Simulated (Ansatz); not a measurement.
Relaxed structures of AlSiNH4, singlet (PBE0-D4/def2-TZVP; forces vanish, vibrations not checked; lower isomers may exist, and structures with a doubtful reference or unclear bonds are left out; Å). Program: Ansatz 0.2.0. Basis: def2-TZVPP. Cores are frozen in the correlated methods.

**Question.** Rank them by CCSD(T) energy, lowest first, and give each one's height above the lowest. Links in brackets join atoms within 1.22 times the sum of their covalent radii (1.1 for two metals). (To be estimated.)
A.
AlSiNH₄ ([NH2][Si][AlH2])
```
7
angstrom
N -1.2688 -0.8348 -1.0525
Si -1.0059 0.8406 -0.7849
Al 0.9598 0.2338 0.7184
H -0.7354 -1.6038 -0.6684
H -2.0182 -1.1623 -1.6463
H 1.1932 -1.3564 0.8345
H 1.9655 1.1633 1.5403
```
B.
AlSiNH₄ ([NH2][SiH][AlH])
```
7
angstrom
N -1.7238 -0.6939 -1.2686
Si -0.3606 0.2052 -0.7700
Al 0.8037 -0.1294 1.3777
H -1.7313 -1.6989 -1.3080
H -0.8717 1.6155 -0.8943
H 2.3353 -0.6326 1.2204
H -2.6195 -0.2899 -1.4862
```
C.
AlSiNH₄ ([AlH2][N][SiH2])
```
7
angstrom
N 0.0770 0.2777 0.2254
Si -1.3291 0.9476 0.0121
Al 1.6439 -0.4598 0.4886
H -2.1445 1.5443 1.0997
H -2.0084 1.0610 -1.3029
H 1.7268 -2.0136 0.7959
H 2.9464 0.4419 0.4120
```
D.
AlSiNH₄ ([NH][SiH][AlH2])
```
7
angstrom
N -1.5705 -0.8223 -1.1957
Si -0.7605 0.4157 -0.5521
Al 1.2142 0.2056 0.9100
H -1.2423 -1.7588 -0.9827
H -1.3064 1.7538 -0.9135
H 1.7081 -1.2668 1.2257
H 1.9575 1.4728 1.5083
```

**Answer.** The calculation gives: C (0.00 kcal/mol), A (17.64 kcal/mol), B (21.84 kcal/mol), D (27.12 kcal/mol). Heights count from the lowest.

The T1 diagnostic stays at or below 0.021. The restricted Hartree–Fock reference is unstable towards an unrestricted one at one or more of these structures.

For scale, one of the runs: CCSD(T)/def2-TZVPP, 171 basis functions, launched by `ansatz run in.yaml --threads 2 --pin off --events-out ev --progress --plain --max-ram 4352MiB`. The run took 19 s on 2 CPU threads of an Arm Neoverse V2 (shared host), with 1.3 GiB of host memory at its peak.
